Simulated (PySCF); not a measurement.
These are PBE-D3(BJ)/def2-TZVP // B3LYP-D3(BJ)/def2-SVP (PySCF 2.14.0) values and carry that method's errors. All species are isolated molecules in the gas phase. 

Reference species (SMILES): `N` (neutral, multiplicity 1).

| Quantity | Result |
|---|---|
| dipole moment | 1.75 D |
| HOMO | -6.07 eV |
| HOMO–LUMO gap | 6.26 eV |

After one change: the dipole moment rises by 2.20 D; the HOMO falls by 2.00 eV; the HOMO–LUMO gap rises by 1.53 eV.

Which change was made? The new species is one of these.
A) `COC`
B) `CN(C)C`
C) `CC#N`
D) `c1ccncc1`

C, `CC#N`
